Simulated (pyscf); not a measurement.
Routes from HO–GaH–OH

Candidate steps break at most two bonds and form at most two. Each was searched with GFN2-xTB (tblite) first. Single points on ωB97X-D3(BJ)/def2-SVP structures (PySCF, gas phase). Energies: ωB97M-D3(BJ)/def2-TZVP, kcal/mol, from the reactant's lowest minimum found, singlet surface; ΔG‡ with ideal gas, 1 atm, RRHO with modes under 100 cm⁻¹ raised to 100, one conformer, R ln 2 for chiral ones without a mode under 150 cm⁻¹.

```csv
products,type,ΔE‡,ΔE,ΔG‡ 298 K,ΔG‡ 900 K,ν‡ (cm⁻¹)
HO–Ga [singlet] + H₂O,"1,1-elimination",57.4,+14.4,54.5,53.2,1458i
O=Ga–OH + H₂,elimination,77.3,+60.9,73.2,72.9,1385i
```

Row 1: On the product side the descent ends in a bound adduct, 11.1 kcal/mol under the separated species and 51.8 kcal/mol under the saddle at ωB97X-D3(BJ)/def2-TZVP. Row 2: On the reactant side the descent ends in a point that may be a rotor saddle (no frequency run), 1.6 kcal/mol over the lowest minimum found and 76.3 kcal/mol under the saddle at ωB97X-D3(BJ)/def2-TZVP. 

Plain bond fissions and candidates not yet searched are not listed, and one of them may be faster. Each barrier is that of the saddle found; lower ones may exist. Elements up to Kr have no core potential and no relativistic terms here.
